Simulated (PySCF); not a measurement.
HCl.
Z-matrix (Å and degrees, PBE0-D3(BJ)/def2-TZVP geometry), rows numbered from 1:
```
Cl
H   1  1.2789
```

Computed with PySCF at wB97X-D/pcSseg-2, non-relativistic, on one gas-phase PBE0-D3(BJ)/def2-TZVP geometry that isn't relaxed in the solvent. The solvent is an IEF-PCM continuum (Bondi radii, 1.10 Å for H, scaled by 1.2). The model holds no explicit solvent molecules, cavitation or dispersion.

Gas phase at wB97X-D/pcSseg-2: HOMO -11.42 eV, LUMO 1.93 eV, dipole 1.30 D.

What does the continuum do to the energy, the frontier levels and the dipole at wB97X-D/pcSseg-2 in chloroform?

```tsv
solvent	ε	E(solvent) − E(gas) (kcal/mol)	polarisation term (kcal/mol)	distortion of the solute (kcal/mol)	HOMO (eV)	LUMO (eV)	dipole (D)
chloroform	4.711	-2.10	-2.34	0.24	-11.38	2.30	1.54
```

Polarisation term: ½ Σ q·V over the induced surface charges. Distortion: the rise of the solute's own energy as its density leaves the gas-phase optimum.

Which radius a makes the point-dipole formula ΔE = −[(ε − 1)/(2ε + 1)]·μ²/a³ give the value in chloroform, with the gas-phase dipole?

μ = 0.510 au and |ΔE| = 0.00335 Eh give a = 1.60 Å; the farthest nucleus lies 0.64 Å from the centroid of the nuclei. The formula assumes a rigid point dipole at the centre of a sphere.

wB97X-D is run here without its empirical dispersion term; that term would change no orbital, density or response property at a fixed geometry.
